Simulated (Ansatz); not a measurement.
hcp Hf, treated with PBEsol-D3(BJ) (Ansatz, a first-principles code, PAW).

Numerical settings: plane-wave cutoff 520 eV, 18×18×12 k mesh (along the axes of the cell as run), Fermi–Dirac smearing 0.05 eV, scalar-relativistic PAW data made under PBE.

Computed at the level's own relaxed cell.

### Question
Predict the equilibrium lattice constant a, lattice parameter c and bulk modulus B0.

### Answer

* **equilibrium lattice constant a**: 3.120 Å
* **lattice parameter c**: 4.949 Å
* **bulk modulus B0**: 119 GPa

The run finds no gap.

Measured, for comparison: lattice constant a 3.194 Å (293 K, no zero-point or thermal correction, our sources range from 3.194 to 3.200; as tabulated in Wikipedia's data pages); lattice parameter c 5.051 Å (293 K, no zero-point or thermal correction; as tabulated in Wikipedia's data pages); bulk modulus 110 GPa (zero-point energy and finite temperature contributions removed; as tabulated in doi:10.1021/acs.jctc.3c00612). Computed (rounded) less measured: lattice constant a -2.3 % (-2.3 % to -2.5 % over the range), lattice parameter c -2.0 %, bulk modulus +8 %.

Note: the bulk modulus comes from volumes at which shape and atoms were relaxed.

Spin–orbit coupling is not included.

The computed numbers hold no vibrational or temperature effects.

It cost roughly 8 core-minutes of CPU time.
